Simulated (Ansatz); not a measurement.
## Two structures, one formula

Two isomers of CH₄NaO (charge +1), closed shell, relaxed at PBE0-D4/def2-TZVP (vibrations not checked).

A:

```tsv
atom	x (Å)	y (Å)	z (Å)
O1	-0.6494	-0.2485	-1.0772
C2	0.3722	-0.0303	0.0975
Na3	0.0023	1.6808	1.7449
H4	-1.5334	-0.4315	-0.7340
H5	-0.4028	-0.9558	-1.6953
H6	0.5559	-1.0528	0.4430
H7	1.2495	0.2636	-0.4865
```

B:

C1  (-0.588, 0.348, -0.186)
O2  (0.613, -0.432, -0.048)
Na3  (1.835, -0.749, 1.752)
H4  (-0.440, 1.153, -0.907)
H5  (-1.422, -0.284, -0.493)
H6  (-0.812, 0.781, 0.788)
H7  (0.814, -0.817, -0.906)
(Å)

Program: Ansatz 0.2.0. Basis: def2-TZVPP. Cores are frozen in the correlated methods. The outer core shell of Li, Na, Mg and K is correlated. The def2 sets are not built for correlating such inner shells, so the correlated values are less sure here. B3LYP uses VWN-RPA correlation.

Task: Which structure is lower at CCSD(T), and by how much? (Judge from chemistry; the value comes from the calculation.)

Result: By the calculation: B, by 2.927 eV (electronic energy, against the other). By their contacts, A is CH₄NaO ([OH2][CH2][Na]), total charge +1 and B is CH₄NaO ([CH3][OH][Na]), total charge +1.

All methods give the same order:

```json
{"method": "PBE-D4", "E(B) − E(A) (eV)": "-2.810"}
{"method": "r2SCAN-D4", "E(B) − E(A) (eV)": "-2.944"}
{"method": "PBE0-D4", "E(B) − E(A) (eV)": "-2.902"}
{"method": "B3LYP-D4", "E(B) − E(A) (eV)": "-2.878"}
{"method": "wB97M-V", "E(B) − E(A) (eV)": "-2.827"}
{"method": "HF", "E(B) − E(A) (eV)": "-3.021"}
{"method": "MP2", "E(B) − E(A) (eV)": "-2.991"}
{"method": "CCSD", "E(B) − E(A) (eV)": "-2.950"}
{"method": "CCSD(T)", "E(B) − E(A) (eV)": "-2.927"}
```

The T1 diagnostic stays at or below 0.009.

Labels in which every atom is bracketed show which atoms are joined, not bond orders.
